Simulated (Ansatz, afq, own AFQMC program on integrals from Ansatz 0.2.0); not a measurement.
## HO, doublet: AFQMC among the cluster methods

```xyz
2

O     0.0000    0.0000    0.0000
H     0.0000    0.0000    1.8100
```

Basis cc-pVDZ. Only valence electrons are correlated. Ansatz 0.2.0 and our own AFQMC program on the same integrals; the CISD trial comes from CCSD amplitudes, and released means the phaseless constraint is let go. Error bars are statistical, one sigma.

Determinant: UHF, the one that the program's search chose, which needn't be the lowest solution. The geometry is a point of a scan.

Full CI on the same integrals is exact in this basis and with this determinant's frozen core.

Cautions: strong correlation (T1 0.065, weight of the determinant 0.83, largest double 0.26); unrestricted determinant spin contaminated (⟨S²⟩ 1.59 against 0.75).

* T1 diagnostic: 0.0651
* weight of the determinant in the CISD state: 0.830
* ⟨S²⟩ of the determinant: 1.595
* size of the correlated space: 7 electrons in 18 orbitals

| level | correlation energy (eV) |
| --- | --- |
| MP2 | -2.9671 |
| CCSD | -3.6958 |
| CCSD(T) | -3.8179 |

Problem. Estimate where full CI lies against CCSD(T) on the same integrals.

Solution. 99.0 meV below CCSD(T).

Reference: full CI, correlation energy -3.917 eV. The released energy is read at 2.40 1/Eh (meV from the phaseless value at times in 1/Eh: -14 ± 7 at 0.24, -18.2 ± 2.5 at 0.51, -18 ± 4 at 0.99, -27 ± 4 at 1.62, -24 ± 4 at 2.40). The cautions show a poor starting determinant, so the rows tell how each method copes with it here, and full CI is the sure value.

```csv
level,E − E(reference) (meV),share of correlation (%)
CCSD(T),99.0,97.47
CCSDT,14.0,99.64
CCSDT(Q),0.0,100.00
CCSDTQ,0.7,99.98
ph-AFQMC/CISD,28.6 ± 2.0,99.27
released AFQMC,4.6 ± 3.6,99.88
```

CCSDT and higher add their correlation energy to the determinant of the CCSD(T) run, since their own runs factorise the integrals more tightly (a shift of under 2 meV). A walk keeps the symmetry of its determinant, which the program's search chose and which needn't be the lowest solution, so a lower state of the same spin and another symmetry isn't excluded. Released energies are given only where the last usable release times agree within the noise; a slower fall can still hide under it.
